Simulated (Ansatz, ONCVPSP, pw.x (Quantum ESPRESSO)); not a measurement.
## Ge: does the ONCV potential hold in the solid?

Ge (Z = 32), optimised norm-conserving Vanderbilt (ONCV), made with ONCVPSP 4.0.1.1 (patched build) (LDA (Perdew-Wang 92), scalar-relativistic). Core [Ar] 3d10, reference 4s1.5 4p2.5. Waves: 4s: rc 1.85 bohr, ncon 4, nbas 7, qcut 4.3 1/bohr, local; 4p: rc 2.25 bohr, ncon 4, nbas 8, qcut 3.9 1/bohr, 1 projector; d scattering state at 0.03 Ha: rc 2.25 bohr, ncon 5, nbas 9, qcut 4.6 1/bohr, 2 projectors, debl 3.7 Ha. Local part: the s channel. Core correction: Teter function, fcfact 4.5, rcfact 1.04.

Atomic tests: cutoffs needed: 8.6 Ha and 25 Ha (the cutoffs (Ha) at which the residual kinetic energy of the hardest occupied pseudo-wave falls to 1 and 0.1 mHa per electron) The cutoffs count occupied waves only; projector 2 of the d channel, the hardest unoccupied one, needs 74 Ha at the loose tolerance.; ghost test: no bound ghost flagged; GHOST(+) flags only above 600 eV; largest excitation error: +18 meV (all-electron minus pseudo) for 4s2 4p0, out of 4 test configurations.

Crystal test: diamond Ge in pw.x 7.5, no spin, 8³ k-points, Fermi–Dirac smearing 0.01 Ry, cutoffs 60/240 Ry. The reference is all-electron LAPW (Ansatz 0.2.0) with the same functional, mesh and smearing; V0 and B0 come from Birch–Murnaghan fits to the pressures at five volumes. Errors are pseudo minus all-electron; Δ is the rms difference of the E(V) curves that follow from these fits, minima aligned, over ±6 % about the mean V0. Mesh and smearing are coarse, so the numbers serve the comparison and aren't converged zero-temperature values; the lattice is a test structure that the element need not adopt.

All-electron: a0 = 5.625 Å (V0 = 22.24 Å³/atom), B0 = 69.8 GPa.

Task: How far does the potential miss the all-electron equation of state?

Result: mean pressure error (GPa): -1.34; a0 (Å): 5.589; a0 error (%): -0.64; B0 error (%): +4.3; Δ (meV/atom): 6.6. This is a poor potential for the solid.

| V (Å³/atom) | P all-electron (GPa) | P pseudo (GPa) |
| --- | --- | --- |
| 21.111 | 4.14 | 2.61 |
| 21.666 | 1.94 | 0.52 |
| 22.222 | 0.06 | -1.27 |
| 22.778 | -1.56 | -2.81 |
| 23.333 | -2.98 | -4.15 |

Task: At the middle volume, how do free energy and pressure move when the wave cutoff is lowered (ecutrho kept at four times it)?

Result:

| cutoff (Ry) | shift of F (meV/atom) | shift of P (GPa) |
| --- | --- | --- |
| 27 | +17.6 | +0.03 |
| 36 | +8.6 | +0.10 |
| 48 | +4.8 | +0.10 |

Input at the middle volume:

```
&control
  calculation='scf', prefix='x', pseudo_dir='./', outdir='./tmp', tstress=.true., disk_io='none'
/
&system
  ibrav=0, nat=2, ntyp=1, ecutwfc=60, ecutrho=240, nbnd=11,
  occupations='smearing', smearing='fd', degauss=0.01
/
&electrons
  conv_thr=1e-09, mixing_beta=0.4, electron_maxstep=70
/
ATOMIC_SPECIES
Ge 1.0 Ge.UPF
CELL_PARAMETERS angstrom
  0.00000000 2.81143285 2.81143285
  2.81143285 0.00000000 2.81143285
  2.81143285 2.81143285 0.00000000
ATOMIC_POSITIONS crystal
Ge 0.0000 0.0000 0.0000
Ge 0.2500 0.2500 0.2500
K_POINTS automatic
8 8 8 0 0 0
```

```bash
pw.x < Ge.scf.in > Ge.scf.out
```

Lines of the output:

```
Message from routine setup:
     using ibrav=0 with symmetry is DISCOURAGED, use correct ibrav instead
     lattice parameter (alat)  =       7.5135  a.u.
     unit-cell volume          =     299.9230 (a.u.)^3
     number of electrons       =         8.00
     number of Kohn-Sham states=           11
     kinetic-energy cutoff     =      60.0000  Ry
     charge density cutoff     =     240.0000  Ry
     scf convergence threshold =      1.0E-09
     Exchange-correlation= SLA  PW   NOGX NOGC
     number of k points=    29  Fermi-Dirac smearing, width (Ry)=  0.0100
     iteration #  1     ecut=    60.00 Ry     beta= 0.40
     total energy              =     -17.33999867 Ry
     estimated scf accuracy    <       0.05734973 Ry
     iteration #  2     ecut=    60.00 Ry     beta= 0.40
     total energy              =     -17.33499448 Ry
     estimated scf accuracy    <       0.01540525 Ry
     iteration #  3     ecut=    60.00 Ry     beta= 0.40
     total energy              =     -17.33678068 Ry
     estimated scf accuracy    <       0.00011878 Ry
     iteration #  4     ecut=    60.00 Ry     beta= 0.40
     c_bands:  2 eigenvalues not converged
     c_bands:  2 eigenvalues not converged
     c_bands:  1 eigenvalues not converged
     c_bands:  1 eigenvalues not converged
     c_bands:  2 eigenvalues not converged
     c_bands:  2 eigenvalues not converged
     c_bands:  1 eigenvalues not converged
     c_bands:  1 eigenvalues not converged
     [... 5 repeated lines left out ...]
     total energy              =     -17.33764119 Ry
     estimated scf accuracy    <       0.00001430 Ry
     iteration #  5     ecut=    60.00 Ry     beta= 0.40
     [... 2 repeated lines left out ...]
     total energy              =     -17.33763605 Ry
     estimated scf accuracy    <       0.00002710 Ry
     iteration #  6     ecut=    60.00 Ry     beta= 0.40
     total energy              =     -17.33763904 Ry
     estimated scf accuracy    <       0.00000931 Ry
     iteration #  7     ecut=    60.00 Ry     beta= 0.40
     total energy              =     -17.33763974 Ry
     estimated scf accuracy    <       0.00000050 Ry
     iteration #  8     ecut=    60.00 Ry     beta= 0.40
     total energy              =     -17.33763975 Ry
     estimated scf accuracy    <       0.00000061 Ry
     iteration #  9     ecut=    60.00 Ry     beta= 0.40
     total energy              =     -17.33763968 Ry
     estimated scf accuracy    <       0.00000018 Ry
     iteration # 10     ecut=    60.00 Ry     beta= 0.40
     total energy              =     -17.33763973 Ry
     estimated scf accuracy    <          7.2E-09 Ry
     iteration # 11     ecut=    60.00 Ry     beta= 0.40
     the Fermi energy is     5.6586 ev
!    total energy              =     -17.33763974 Ry
     estimated scf accuracy    <          5.3E-10 Ry
     smearing contrib. (-TS)   =      -0.00067154 Ry
     The total energy is F=E-TS. E is the sum of the following terms:
     one-electron contribution =       3.98522143 Ry
     hartree contribution      =       1.15135219 Ry
     xc contribution           =      -6.25080605 Ry
     ewald contribution        =     -16.22273576 Ry
     convergence has been achieved in  11 iterations
          total   stress  (Ry/bohr**3)                   (kbar)     P=      -12.66
     Message from routine punch:
     Nothing written, as per user request (disk_io='none')
```

The run at the middle volume (29 k-points, 11 iterations) took about 20 s on one core of a shared host (Neoverse-V1, 32 threads, 247 GiB, load 25).
